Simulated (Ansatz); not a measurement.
`[NH2][Mg][SH]` and `[SH][Mg][Cl]` differ in one atom or group.

Ansatz, PBE0-D4/def2-TZVP geometries, multiplicity 1. Each molecule was computed in one conformer, which needn't be the lowest.

Outer-core shells of Mg are correlated without core-valence functions.

```csv
property,`[NH2][Mg][SH]`
LUMO energy (ωB97M-V/def2-TZVPP) / eV,0.19
"ideal-gas entropy at 298 K and 1 bar (rigid rotor, harmonic PBE0-D4/def2-TZVP) / J/(mol·K)",315
HOMO–LUMO gap (PBE0/def2-TZVPP) / eV,5.41
zero-point energy (PBE0-D4/def2-TZVP) / kJ/mol,85.9
HOMO–LUMO gap (B3LYP/def2-TZVPP) / eV,4.90
vertical ionisation energy (CCSD(T)/def2-TZVPP) / eV,8.95
```

Give the same properties after the change, and the shifts. (Estimate.)

Computed: 
```json
{"property": "LUMO energy (ωB97M-V/def2-TZVPP) / eV", "`[SH][Mg][Cl]`": "-0.23", "shift": "-0.42"}
{"property": "ideal-gas entropy at 298 K and 1 bar (rigid rotor, harmonic PBE0-D4/def2-TZVP) / J/(mol·K)", "`[SH][Mg][Cl]`": "303", "shift": "-12"}
{"property": "HOMO–LUMO gap (PBE0/def2-TZVPP) / eV", "`[SH][Mg][Cl]`": "5.84", "shift": "0.43"}
{"property": "zero-point energy (PBE0-D4/def2-TZVP) / kJ/mol", "`[SH][Mg][Cl]`": "26.0", "shift": "-59.9"}
{"property": "HOMO–LUMO gap (B3LYP/def2-TZVPP) / eV", "`[SH][Mg][Cl]`": "5.31", "shift": "0.41"}
{"property": "vertical ionisation energy (CCSD(T)/def2-TZVPP) / eV", "`[SH][Mg][Cl]`": "9.78", "shift": "0.83"}
```

With PBE0 the HOMO falls by 0.94 eV and the LUMO falls by 0.51 eV, so the gap widens by about 0.43 eV. PBE moves the HOMO by -1.10 eV and ωB97M-V by -0.70 eV. The zero-point energy changes by -59.9 kJ/mol with -6 modes.

B3LYP here is the variant with VWN-RPA as its local correlation; programs differ in this.
